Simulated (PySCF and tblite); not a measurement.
The numbers below are computed, except where a source is named.
System: C4H8O, numbered as in [OH:1][CH:2]1[CH2:3][CH2:4][CH2:5]1.

For the rotation about the C2–O1 bond (torsion C3–C2–O1–H from -53° to 68°, rising): electronic barrier 1.75 kcal/mol, zero-point change -0.53 kcal/mol, thermal and entropy terms at 400 K a further 0.26 kcal/mol (symmetry numbers apart). The minimum is Cs, the saddle C1. Geometries: GFN2-xTB; energies: PBE0/pcSseg-1 + D3(BJ); zero-point and thermal terms from GFN2-xTB harmonic modes (soft modes blended into free rotors). Rate constants are transition-state-theory values, counting equivalent paths, without tunnelling. (PySCF 2.14 with density fitting, tblite 0.8.)

(1) How many equivalent paths lead out of the minimum?

(2) Work out the rate at 400 K.

The barrier is low, and the GFN2-xTB saddle may lie off the DFT one, so take it as rough.

Answers

(1) 2: the symmetry number of the minimum is 1, that of the saddle displaced along its mode 1, and the displaced saddle is chiral while the minimum is not, which doubles the count.

(2) ΔG‡ = 1.48 kcal/mol; k_B T/h = 8.3×10¹² s⁻¹; exp(−ΔG‡/RT) = 0.16; times 2 gives k = 2.6×10¹² s⁻¹. Wigner's tunnelling factor for the 304i cm⁻¹ mode would be 1.05.
